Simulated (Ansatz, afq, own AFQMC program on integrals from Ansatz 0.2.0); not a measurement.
## SiNH3, singlet: energetics from AFQMC and coupled cluster

```xyz
5

N    -0.3082   -0.4693    0.1008
Si    0.0655    1.1719    0.4457
H     0.1466   -1.0662   -0.5832
H    -1.0468   -0.9612    0.5944
H     1.1928    1.2511   -0.5992
```

Geometry: a PBE0/def2-SVP stationary point, not shown to be a minimum. Basis def2-TZVP. Only valence electrons are correlated. Integrals, coupled cluster, full CI and functionals: Ansatz 0.2.0; the random walks run on the same integrals in our own AFQMC program. ph-AFQMC/CISD is guided by a CISD state made of CCSD amplitudes; releasing the constraint for a short imaginary time cuts its bias at the price of noise, slowly where states lie close. Uncertainties: one standard error, sampling alone.

Best estimates are CCSD(T) at the basis-set limit (def2-TZVPP/QZVPP) plus the step from CCSD(T) to the highest rung at hand in def2-TZVP, named in the table (released AFQMC can keep some 10 meV of bias). No zero-point, core-correlation or spin–orbit terms. Other levels are in def2-TZVP; a dash marks a level that is missing or breaks spin symmetry for a member.

Cautions: SiNH₃ (singlet): the released energies move by 1.5 errors or more from one time to the next, so no released level is given (meV from the phaseless value at times in 1/Eh: -1 ± 4 at 0.24, -2 ± 4 at 0.51, -11 ± 3 at 0.99, -3 ± 6 at 1.62, -22 ± 7 at 2.40), though the last usable value meets CCSDT(Q) within the noise.

```tsv
process	best estimate (kcal/mol)	highest rung
to charge +1, doublet (vertical)	205.7	CCSDT(Q)
to free atoms	367.7	CCSDT(Q)
```

Errors against the best estimates in kcal/mol, the processes numbered in the order above:

| level | error, 1 | error, 2 |
| --- | --- | --- |
| MP2 | -6.3 | -19.8 |
| CCSD(T) | -3.0 | -19.3 |
| ph-AFQMC/CISD | -3.0 ± 0.2 | -19.1 ± 0.1 |
| CCSD(T)/CBS | 0.1 | -0.2 |
| PBE | -5.9 | 1.7 |
| r2SCAN | -7.2 | -6.7 |
| PBE0 | -4.7 | -7.2 |
| B3LYP | -2.1 | -0.7 |
| wB97M-V | -1.6 | 2.3 |
| B2PLYP | -4.5 | -6.5 |

Cost at the first geometry (cards were shared with other jobs): PBE0/def2-TZVP, 1.6 s on 1 thread of AMD EPYC 7R13 Processor (Zen 3), with other jobs on the host; RCCSD(T)/def2-TZVP, 8.5 s on 1 × NVIDIA H100 80GB HBM3 with 1 thread of AMD EPYC 7R13 Processor (Zen 3) (shared host); CCSD(T)/def2-QZVPP, 3.8 s on 1 × NVIDIA H100 80GB HBM3 with 1 thread of AMD EPYC 7R13 Processor (Zen 3), with other jobs on the host; CCSDT(Q), 13 s on 1 × NVIDIA H100 80GB HBM3 with 1 thread of AMD EPYC 7R13 Processor (Zen 3), with other jobs on the host; ph-AFQMC/CISD with release, 2.3 min on 1 × NVIDIA H100 80GB HBM3 with 2 threads of AMD EPYC 7R13 Processor (Zen 3), with other jobs on the host.

Best estimates are given only where the step beyond CCSD(T) is under 0.3 eV and no member's determinant is very poor (T1 over 0.05, or 0.07 for open shells, ⟨S²⟩ too high by 0.3, two states mixed), so the hardest cases are missing from such tables.

The functionals ran in a triple-zeta set and keep a basis error of their own, a few kJ/mol for each bond in atomization energies and more for double hybrids, so close places among them and the extrapolated levels can swap.

CCSDT and higher add their correlation energy to the determinant of the CCSD(T) run, since their own runs factorise the integrals more tightly (a shift of under 2 meV). Each member of a difference takes its own highest rung, so a best estimate needn't equal the limit plus the step of one row.
